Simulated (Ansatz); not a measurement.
```yaml
crystal:
  periodic: [false, false, false]
  atoms:
    - {symbol: P, position_ang: [0.000000, 0.000000, -1.665272]}
    - {symbol: C, position_ang: [0.000000, 0.000000, -0.038461]}
    - {symbol: Si, position_ang: [0.000000, 0.000000, 1.703732]}
basis:
  gaussian: {orbitals: def2-TZVP}
magnetization: {spin_polarized: true, initial_magnetization: 3}
hamiltonian: {xc: pbe0}
relax: {f_tol: 0.004, max_steps: 80}
```

```sh
$ ansatz run in.yaml --threads 1 --pin off --events-out ev --progress --plain --max-ram 2176MiB
```

Steps of the relaxation (energy above the last step; positions in Å, forces in eV/Å):

```
3
step 1, 40.1 meV
P     0.000    0.000   -1.665    0.000    0.000    1.512
C     0.000    0.000   -0.038    0.000    0.000   -0.685
Si    0.000    0.000    1.704    0.000    0.000   -0.827
```

```
3
step 2, 9.0 meV
P     0.000    0.000   -1.647    0.000    0.000    0.771
C     0.000    0.000   -0.040    0.000    0.000   -0.416
Si    0.000    0.000    1.687    0.000    0.000   -0.355
```

```
3
step 3, 0.1 meV
P     0.000    0.000   -1.631    0.000    0.000   -0.038
C     0.000    0.000   -0.042    0.000    0.000   -0.012
Si    0.000    0.000    1.673    0.000    0.000    0.049
```

```
3
step 5, 0.0 meV
P     0.000    0.000   -1.632    0.000    0.000   -0.007
C     0.000    0.000   -0.043    0.000    0.000    0.003
Si    0.000    0.000    1.674    0.000    0.000    0.004
```

```
3
step 6, 0.0 meV
P     0.000    0.000   -1.632    0.000    0.000    0.000
C     0.000    0.000   -0.043    0.000    0.000    0.000
Si    0.000    0.000    1.675    0.000    0.000    0.000
```

Close pairs at the end: P1–C2 1.589 Å, C2–Si3 1.717 Å.

A stationary point of unrestricted PBE0 after 6 steps, with ⟨S²⟩ = 3.836 against 3.75 for a pure state; no frequencies were run, so it isn't proven a minimum. 26 s on 1 thread of Arm Neoverse V1, shared host.
